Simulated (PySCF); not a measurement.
Bonds (- single, = double, # triple, : aromatic): Cl1-C2, C2-C3, C3-C4, C4-C2. C2 carries H5; C3 carries H6, H7; C4 carries H8, H9. H7, H9 are cis to Cl1 on the ring; H6, H8 are trans to Cl1 on the ring.

GIAO shifts from PySCF on PBE0-D3(BJ)/def2-TZVP geometries (one conformer, non-relativistic, equivalent nuclei averaged), against TMS at the same level and in the same medium; PCM means IEF-PCM chloroform.

Measured (solution, not stated per compound (mostly CDCl3 or CCl4); Pretsch, Buehlmann, Badertscher, Structure Determination of Organic Compounds, 4th ed. (2009)): C2 27.3, C3/C4 8.9, H5 2.55 ppm.

Question: Which unscaled values do B97-2/pcSseg-2, gas; WP04/pcSseg-2, PCM; wB97X-D/pcSseg-2, PCM give, and how close are they?

Answer: 
```
atoms  measured  B97-2/pcSseg-2, gas  WP04/pcSseg-2, PCM  wB97X-D/pcSseg-2, PCM
   C2      27.3                 34.0                40.2                   34.3
C3/C4       8.9                 11.3                13.1                   12.3
   H5      2.55                 2.84                3.06                   2.98
```

Mean absolute error for $^{13}$C: B97-2/pcSseg-2, gas 4.5, WP04/pcSseg-2, PCM 8.6, wB97X-D/pcSseg-2, PCM 5.2 ppm.

Mean absolute error for $^{1}$H: B97-2/pcSseg-2, gas 0.29, WP04/pcSseg-2, PCM 0.51, wB97X-D/pcSseg-2, PCM 0.43 ppm.

Carbons that carry Cl, above all several Cl atoms, come out too deshielded, partly because spin–orbit coupling is missing.
